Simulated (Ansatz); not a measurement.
**One shape, several levels: HNO2 (nitrous acid)**

Wanted: a comparison of 6 runs (UB3LYP/STO-3G, UPBE/STO-3G, UPBE0/STO-3G, r2SCAN/STO-3G, r2SCAN0/STO-3G, CCSDTQ/STO-3G) of HNO2 (nitrous acid). 

The calculation is run with Ansatz 0.2.0.

61 further runs of the same task are left out: 1 that didn't finish, 60 set aside as unsound or not needed.

### 1 The system as given

HNO2: 4 atoms, total charge 0, spin state singlet. As SMILES, `O=NO`. The O3–N2 distance was set to 2.096 Å, away from the relaxed value. At this shape a bond of the SMILES string is far longer than usual.

Bond lengths: O1–N2 1.162 Å, O3–H4 0.967 Å. A long bond or contact: N2–O3 2.096 Å.

### 2 The energy at UB3LYP/STO-3G (run 1)

File molecule.yaml:

```yaml
basis:
  gaussian: {orbitals: STO-3G}
crystal:
  periodic: [false, false, false]
  atoms:
    - symbol: O
      position_ang: [0.755042, -0.379791, 1.872260]
    - symbol: N
      position_ang: [0.661542, -0.846421, 0.812370]
    - symbol: O
      position_ang: [-0.362650, 0.434660, -0.492650]
    - symbol: H
      position_ang: [-0.371140, -0.062490, -1.321980]
magnetization: {spin_polarized: true, initial_magnetization: 0}
hamiltonian: {xc: {name: B3LYP}}
accuracy: high
```

Started as:

```sh
$ ansatz run molecule.yaml --threads 1 --pin off --max-ram 3480MiB --events-out events.jsonl --progress --plain --runs-dir runs
```

Standard output:

```text
Warning: RAYON_NUM_THREADS=1 ignored (pool sized by the plan → 1); use --threads N
Functional definition: B3LYP
  name "B3LYP"
  parameter a0 = 0.2
  parameter ax = 0.72
  parameter ac = 0.81
  exchange = (1 - a0 - ax)*slater_x + ax*b88_x + a0*exact_x
  correlation = (1 - ac)*vwn_rpa_c + ac*lyp_c
270 factors; integrals over basis functions are off by at most 3.9e-8 eV
mean field evaluation 1: about -5509.2911 eV, gradient 2.4e1 eV
mean field evaluation 2: about -5390.6329 eV, gradient 6.6e1 eV
mean field evaluation 4: about -5511.3523 eV, gradient 2.2e1 eV
mean field evaluation 8: about -5513.3474 eV, gradient 2.0e1 eV
mean field evaluation 16: about -5518.2659 eV, gradient 7.4e-6 eV
mean field evaluation 32: about -5518.5611 eV, gradient 3.0e-8 eV
mean field evaluation 64: about -5517.4956 eV, gradient 9.7e0 eV
mean field -5518.56112245 eV, -202.8033806349 hartree, gradient 3.0e-8 eV, S^2 0.579178; 10 other end points of the search recorded, 0 dependent functions left out
reference -5518.56114326 eV, -202.8033813998 hartree; 12, 12 occupied and 4, 4 virtual orbitals, 270 factors
Total energy: -5518.56114326 eV, -202.8033813998 hartree
```

Wall time 2 s (1 thread of Intel Xeon 6975P-C (Granite Rapids), shared host); peak memory 0.12 GiB.

### 3 The energy at UPBE/STO-3G (run 2)

File in.yaml:

```yaml
crystal:
  periodic: [false, false, false]
  atoms:
    - {symbol: O, position_ang: [0.755042, -0.379791, 1.872260]}
    - {symbol: N, position_ang: [0.661542, -0.846421, 0.812370]}
    - {symbol: O, position_ang: [-0.362650, 0.434660, -0.492650]}
    - {symbol: H, position_ang: [-0.371140, -0.062490, -1.321980]}
basis:
  gaussian: {orbitals: STO-3G}
magnetization: {spin_polarized: true, initial_magnetization: 0}
hamiltonian: {xc: pbe}
accuracy: high
```

Started as:

```sh
$ ansatz run in.yaml --threads 1 --pin off --max-ram 3480MiB --events-out events.jsonl --progress --plain --runs-dir runs
```

Standard output:

```text
Warning: RAYON_NUM_THREADS=1 ignored (pool sized by the plan → 1); use --threads N
Functional definition: PBE
  name "PBE"
  parameter kappa = 0.804
  parameter beta = 0.06672455060314922
  exchange = pbe_x(kappa = kappa, mu = beta*pi^2/3)
  correlation = pbe_c(beta = beta)
270 factors; integrals over basis functions are off by at most 3.9e-8 eV
mean field evaluation 1: about -5504.0382 eV, gradient 2.7e1 eV
mean field evaluation 2: about -5373.4651 eV, gradient 8.2e1 eV
mean field evaluation 4: about -5475.5750 eV, gradient 8.2e1 eV
mean field evaluation 8: about -5510.8869 eV, gradient 2.4e1 eV
mean field evaluation 16: about -5513.8775 eV, gradient 8.3e-7 eV
mean field evaluation 32: about -5512.2344 eV, gradient 1.1e1 eV
mean field -5513.91561992 eV, -202.6326615657 hartree, gradient 1.3e-8 eV, S^2 0.259325; 7 other end points of the search recorded, 0 dependent functions left out
reference -5513.91562118 eV, -202.6326616122 hartree; 12, 12 occupied and 4, 4 virtual orbitals, 270 factors
Total energy: -5513.91562118 eV, -202.6326616122 hartree
```

It took 1.6 s on 1 thread of Intel Xeon 6975P-C (Granite Rapids), shared host; peak memory 0.12 GiB.

Runs 3 to 5 aren't shown in full; the table further down has their settings and results.

### 4 A single-point energy at CCSDTQ/STO-3G (run 6)

File in.yaml:

```yaml
crystal:
  periodic: [false, false, false]
  atoms:
    - {symbol: O, position_ang: [0.755042, -0.379791, 1.872260]}
    - {symbol: "N", position_ang: [0.661542, -0.846421, 0.812370]}
    - {symbol: O, position_ang: [-0.362650, 0.434660, -0.492650]}
    - {symbol: H, position_ang: [-0.371140, -0.062490, -1.321980]}
basis:
  gaussian: {orbitals: STO-3G}
correlation: {method: ccsdtq, frozen_orbitals: {H: 0, "N": 1, O: 1}}
accuracy: high
scf: {omitted_lower_state_checks: [cluster_reference, increment]}
```

Started as:

```sh
$ ansatz run in.yaml --threads 1 --pin off --max-ram 3480MiB --events-out events.jsonl --progress --plain --runs-dir runs
```

Standard output:

```text
Warning: RAYON_NUM_THREADS=1 ignored (pool sized by the plan → 1); use --threads N
[... 12 lines left out ...]
3 core orbitals not correlated: weight in the atoms' cores, before any rotation towards them, 1.000 or more for the frozen orbitals, at most 0.000 for the correlated occupied ones
[... 65 lines left out ...]
WARN: these amplitudes may be one of several solutions (largest doubles amplitude 0.53, level shift 8.21 eV)
Total energy: -5498.53207239 eV, -202.0673266215 hartree
Checks for a lower state left out: cluster_reference, increment
```

It took 7.8 s on 1 thread of Intel Xeon 6975P-C (Granite Rapids), shared host; peak memory 0.16 GiB.

### 5 Overview of the runs

```tsv
run	level	frozen core orbitals	energy (Eh)	wall time
1	UB3LYP/STO-3G	–	-202.803381	2 s
2	UPBE/STO-3G	–	-202.632662	1.6 s
3	UPBE0/STO-3G	–	-202.625901	2.4 s
4	r2SCAN/STO-3G	–	-202.760437	1.2 s
5	r2SCAN0/STO-3G	–	-202.699949	1.1 s
6	CCSDTQ/STO-3G	3	-202.067327	7.8 s
```

### 6 Summary of results

| quantity | value |
| --- | --- |
| run 6: total energy | -202.06733 Eh |
| run 6: correlation energy (3 core orbitals frozen) | -309.1 mEh |
| run 6: T1 diagnostic | 0.041 |

**Reading.** Totals of different functionals can't be ranked against each other. In run 6 the log says that unrestricted orbitals would lower the reference, so the values rest on an unstable closed-shell determinant (other closed-shell runs at this shape may share the fault). In runs 1, 2, 3, 4, 5, 6 the basis is minimal, so the values are rough. Spin contamination of the reference: run 3 ⟨S²⟩ = 0.66, run 1 ⟨S²⟩ = 0.58, run 2 ⟨S²⟩ = 0.26. Where it is this large, the reference is a mixture of spin states, and values that rest on it are in doubt. All runs together took 16 s, the longest 7.8 s.
